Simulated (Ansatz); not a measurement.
Geometry optimisation, RKS PBE0-D4/6-31G* in Ansatz.

Input:

```yaml
crystal:
  periodic: [false, false, false]
  atoms:
    - { symbol: Al, position_ang: [0.0, 0.0, 0.0] }
    - { symbol: H, position_ang: [1.104, 0.0, 1.3707] }
    - { symbol: F, position_ang: [1.8591, 0.0, 0.3402] }
    - { symbol: "N", position_ang: [-1.6627, 0.0, -0.96] }
    - { symbol: H, position_ang: [-2.3316, -0.8164, -0.8614] }
    - { symbol: H, position_ang: [-1.9118, 0.8164, -1.5886] }
basis:
  gaussian: { orbitals: "6-31G*" }
hamiltonian:
  xc: pbe0
  dispersion: d4
relax:
  f_tol: 0.15
  max_steps: 25
  restrain:
    - { distance: [1, 2], at: 0.92, k: 30.0 }
    - { distance: [0, 1], at: 2.76, k: 30.0 }
    - { distance: [0, 2], at: 2.89, k: 30.0 }
output:
  orbitals: {}
```

Command:

```bash
$ ansatz run input.yaml --threads 1 --pin off --max-ram 2048MiB --backend cpu --events-out ev --progress --plain --runs-dir out
```

Question: Where does it end, and by what steps?

Answer: The run converged. The restraints hold the end off the free minimum; the threshold counts their pulls, which the force column leaves out. Restrained pairs: H2–F3 (1.28 → 0.93 Å), Al1–H2 (1.76 → 2.76 Å), Al1–F3 (1.89 → 2.88 Å). After 14 steps the energy has fallen by 1.411 eV (the restraints' own energy left out); Al1 moved furthest, 1.34 Å.

```csv
step,energy less start (eV),largest force component (eV/Å),accepted
0,0.0000,1.889,yes
1,0.2019,2.522,yes
2,0.5480,6.599,yes
3,0.1697,7.673,yes
4,-0.8916,1.751,yes
5,-1.1550,0.506,yes
6,-1.2516,0.305,yes
7,-1.2978,0.277,yes
8,-1.3356,0.352,yes
9,-1.3567,0.358,yes
10,-1.3808,0.347,yes
11,-1.4035,0.281,yes
12,-1.3726,1.477,no
13,-1.4082,0.313,yes
14,-1.4111,0.297,yes
```

```xyz
6
Properties=species:S:1:pos:R:3
Al -0.987 -0.556 0.721
H 1.683 0.050 1.082
F 1.688 0.395 0.218
N -1.638 -0.070 -0.890
H -2.595 -0.186 -1.204
H -1.094 0.367 -1.628
```

Run time: 26 s on 1 thread of Arm Neoverse V1, with other jobs on the host, peak memory 0.12 GiB.
